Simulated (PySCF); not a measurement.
Species: C4H4FN.
Cartesian coordinates in Å at the PBE0-D3(BJ)/def2-SVP level; atoms count from 1:
```
atom  x, y, z in Å
F1     1.7635   -1.1406   -0.6315
C2     1.6284    0.0855   -0.1264
C3     0.4370    0.6528    0.0585
C4    -0.8478    0.0183   -0.2727
C5    -2.0805    0.3572    0.4176
N6    -2.0108    0.9209   -0.6955
H7     2.5869    0.5540    0.1117
H8     0.4210    1.6617    0.4793
H9    -0.7758   -0.9392   -0.8015
H10   -2.7501    0.3018    1.2808
```

Computed, not measured: PySCF 2.14.0, density-fitted response routines, TDDFT B3LYP/def2-SVPD, vertical, gas phase, core orbitals frozen in the response.

Transition dipole moments from the ground state, in atomic units and in the frame of the coordinates above (overall signs are arbitrary), for the states with f of 0.002 or more among the lowest 7:

```tsv
state	E (eV)	μx	μy	μz
S1	4.442	-0.404	0.095	0.061
S2	6.320	0.845	-0.156	-0.212
S3	6.406	-0.263	-0.079	0.340
S4	6.571	1.447	-0.335	-0.080
S5	6.748	0.170	-0.181	0.209
S6	6.986	-0.263	0.011	0.014
S7	7.077	0.358	-0.181	0.263
```

(1) Work out the oscillator strengths.

(2) Which bond between heavy atoms lies closest to the direction of the S4 transition dipole?

(3) What angle do the transition dipoles of S4 and S6 make?

(4) How is the summed strength of these states shared among x, y and z?

(5) What peak molar absorption coefficient would the strongest computed level give as a lone Gaussian band 0.4 eV wide at half height?

Results:

(1) f = (2/3) ΔE |μ|² with ΔE in hartree (27.2114 eV).

```
state  |μ|² (au)  |μ| (D)      f
   S1      0.176     1.07  0.019
   S2      0.783     2.25  0.121
   S3      0.191     1.11  0.030
   S4      2.213     3.78  0.356
   S5      0.105     0.82  0.017
   S6      0.070     0.67  0.012
   S7      0.230     1.22  0.040
```

(2) C2–C3, at 13° from it; next C4–C5 at 25°.

(3) |cos θ| = |μa·μb| / (|μa| |μb|) = 0.98, so θ ≈ 11° (taken between 0 and 90°, since the signs are arbitrary).

(4) (2/3) Σ ΔE μα² gives 0.515 for x, 0.035 for y and 0.046 for z, 0.596 in all.

(5) ε(max) = 2.175×10⁸ f / FWHM, with the width in cm⁻¹. S4: 2.175×10⁸ × 0.3562 / 3226 ≈ 24000 L mol⁻¹ cm⁻¹.

All these states lie below the vertical ionisation energy of 9.13 eV (ΔSCF).

On an Arm Neoverse V2 with one thread (shared host), this took 38 s of wall time.

One conformer stands for the species.
